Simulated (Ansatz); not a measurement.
Basis-set extrapolation for C4H7F, SMILES `C/C=C/CF` (PBE0-D4/def2-TZVP geometry, frozen core, Ansatz 0.2.0). Multiplicity 1, RHF reference.

```csv
,def2-TZVPP,def2-QZVPP
HF,-255.065362,-255.076860
MP2 correlation,-0.917058,-0.983903
CCSD(T) correlation,-0.994297,not run
```

Energies in hartree. Use E(X) = E(∞) + A·exp(−7.88·√X) for Hartree–Fock and E(X) = E(∞) + B·X^(−2.97) for correlation, with X = 3 and 4, and add CCSD(T) minus MP2 of the smaller set to the MP2 limit.

Q: What is the CCSD(T) energy at the basis-set limit?

A: HF limit: -255.076860 + (-0.011498) × 0.13774 = -255.07844. MP2 limit: -0.983903 + (-0.066845) × 0.74074 = -1.03342. Higher-order term: -0.994297 − (-0.917058) = -0.07724. Total: -256.18910 hartree, 339.8 kJ/mol below CCSD(T)/def2-TZVPP.
